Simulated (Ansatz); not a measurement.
**AlB (quintet): the correlation ladder, aug-cc-pVTZ**

How much of the correlation energy of AlB (quintet) does each wave-function method recover here?

Program: Ansatz 0.2.0, Gaussian basis. Level of theory: aug-cc-pVTZ, core rule «outside noble gas», up to 6 orbitals frozen. These are calculated values, not measurements.

The runs, in order: UHF; CCSD(T) on ROHF; CCSD(T) on UHF; BCCD(T) on ROHF; CCSDT(Q) on ROHF; CCSDT(Q) on UHF; CASSCF and MRCISD+Q, 6 electrons in 8 orbitals; CASSCF and NEVPT2, 6 electrons in 8 orbitals.

3 further runs of the same task are left out: 3 set aside as unsound or not needed.

## Step 1: The system

The geometry is a PBE0/def2-TZVPD stationary point (not a proven minimum) of the parent state, kept for this charge and spin.

2 atoms, charge 0, spin multiplicity 5.

Atoms are counted from 1 here; the program's logs count them from 0.

Bond lengths: B1–Al2 2.064 Å.

## Step 2: UHF

Contents of in.yaml:

```yaml
crystal:
  periodic: [false, false, false]
  atoms:
    - {symbol: B, position_ang: [0.000000, 0.000000, 0.000000]}
    - {symbol: Al, position_ang: [0.000000, 0.000000, 2.064300]}
basis:
  gaussian: {orbitals: aug-cc-pVTZ}
magnetization: {spin_polarized: true, initial_magnetization: 4}
hamiltonian: {xc: hf}
output: {orbitals: {seedname: orbitals}}
```

Command:

```
$ ansatz run in.yaml --threads 1 --pin off --events-out ev --progress --plain --max-ram 2816MiB --backend cpu
```

The runs that follow: CCSD(T) on ROHF; CCSD(T) on UHF; BCCD(T) on ROHF; CCSDT(Q) on ROHF; CCSDT(Q) on UHF; CASSCF and MRCISD+Q, 6 electrons in 8 orbitals; CASSCF and NEVPT2, 6 electrons in 8 orbitals.

Before running them: what should the planned runs give, taken together? Wanted: UCCSDT(Q) below the RHF energy; RMP2 from UCCSDT(Q); UMP2 from UCCSDT(Q); RCCSD from UCCSDT(Q); RCCSD(T) from UCCSDT(Q); UCCSD(T) from UCCSDT(Q); RCCSDT(Q) from UCCSDT(Q); NEVPT2 valence from UCCSDT(Q); MRCISD+Q valence from UCCSDT(Q).

The runs gave:

| quantity | value |
| --- | --- |
| UCCSDT(Q) below the RHF energy | -3.3418 eV |
| RMP2 from UCCSDT(Q) | +17.52 kcal/mol |
| UMP2 from UCCSDT(Q) | +17.64 kcal/mol |
| RCCSD from UCCSDT(Q) | +6.36 kcal/mol |
| RCCSD(T) from UCCSDT(Q) | +1.42 kcal/mol |
| UCCSD(T) from UCCSDT(Q) | +1.39 kcal/mol |
| RCCSDT(Q) from UCCSDT(Q) | +0.06 kcal/mol |
| NEVPT2 valence from UCCSDT(Q) | +11.10 kcal/mol |
| MRCISD+Q valence from UCCSDT(Q) | +0.37 kcal/mol |
| levels within 1 kcal/mol (43 meV) | RCCSDT, UCCSDT, RCCSDT(Q), MRCISD+Q valence |
| T1 diagnostic | 0.032 |
| effectively unpaired electrons | 4.03 |

In words: RCCSD(T) misses by +1.42 kcal/mol, 1.8 % of the correlation energy. One determinant dominates. Of the multireference levels listed MRCISD+Q valence comes nearest in total energy (+0.37 kcal/mol), which doesn't show that its space is the better one. These misses are within one basis, not against nature; the frozen cores of restricted and unrestricted runs differ, which can shift their rows.
